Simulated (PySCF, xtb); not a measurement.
BeH, SMILES [BeH+], charge +1.

xtb with GFN2-xTB at its own geometry gives an orbital gap of 3.87 eV.

The structure is a stationary point at PBE0-D3(BJ)/def2-TZVPD. The multiplicity is an assumed one; other spin states were not compared.

What does HF/def2-TZVPD run with PySCF give? (Estimate from the structure and the level; the computed values follow.)

gap 12.48 eV (levels -20.32 and -7.84 eV).
